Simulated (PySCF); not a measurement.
C2ClFN (charge -1).
Bonds: N1–C2 (triple), C2–C3, C3–F4, C3–Cl5.

The closed-shell ground state was solved at several levels (PySCF, density fitting, gas phase, non-relativistic). Geometry: PBE0-D3(BJ)/def2-SVP; no solvent, vibrations or thermal averaging. The geometry's basis has no diffuse functions, a weakness for an anion. No diffuse functions stand in pcSseg-1 and pcSseg-2, which bears on an anion's orbital energies.

| level | basis functions | total energy (Eh) | HOMO (eV) | LUMO (eV) | gap (eV) |
| --- | --- | --- | --- | --- | --- |
| PBE0/pcSseg-1 | 92 | -690.5434 | -0.32 | 4.87 | 5.19 |
| B3LYP/pcSseg-2 | 187 | -691.1259 | -0.40 | 4.27 | 4.67 |

Problem. Estimate the row for PBE0/def2-SVPD, a basis of 110 functions; the other rows only guide the guess.

Solution. Total energy -690.2891 Eh, HOMO -0.65 eV, LUMO 4.18 eV, gap 4.83 eV.

Problem. Over all these levels, which gives the widest orbital gap and which the narrowest?

Solution. PBE0/pcSseg-1 (global hybrid, 25 % exact exchange) has the widest, 5.19 eV, and B3LYP/pcSseg-2 (global hybrid, 20 % exact exchange) the narrowest, 4.67 eV. Functional and basis both differ between the two, so the spread mixes both effects.
